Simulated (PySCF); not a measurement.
fluorine (F2), SMILES FF.

Coordinates come from a r2SCAN-D4/def2-TZVPD optimisation.

Lowest vertical singlet excitation by several levels in PySCF, with rough processor times relative to the cheapest run on one machine. Each run also gave further roots (ADC and EOM-CCSD ionised and attached states too); roots are paired by order and the bases differ. EOM-CCSD serves as a yardstick, not as the true value; all levels that ended soundly for this molecule are listed, with differences from unrounded values.

```json
[
 {"level": "TDDFT-PBE/def2-TZVPD", "relative cost": "1"},
 {"level": "TDDFT-LC-ωPBE/def2-TZVPD", "relative cost": "3"},
 {"level": "EOM-CCSD/aug-cc-pVDZ", "relative cost": "5"},
 {"level": "TDDFT-M06-2X/def2-TZVPD", "relative cost": "10"},
 {"level": "ADC(3)/aug-cc-pVDZ", "relative cost": "20"}
]
```

Computed S1 at each level and its distance from EOM-CCSD:
```tsv
level	S1 (eV)	S1 minus EOM-CCSD (eV)
TDDFT-PBE/def2-TZVPD	4.42	-0.38
TDDFT-LC-ωPBE/def2-TZVPD	4.58	-0.22
EOM-CCSD/aug-cc-pVDZ	4.80	0.00
TDDFT-M06-2X/def2-TZVPD	4.29	-0.51
ADC(3)/aug-cc-pVDZ	4.39	-0.41
```
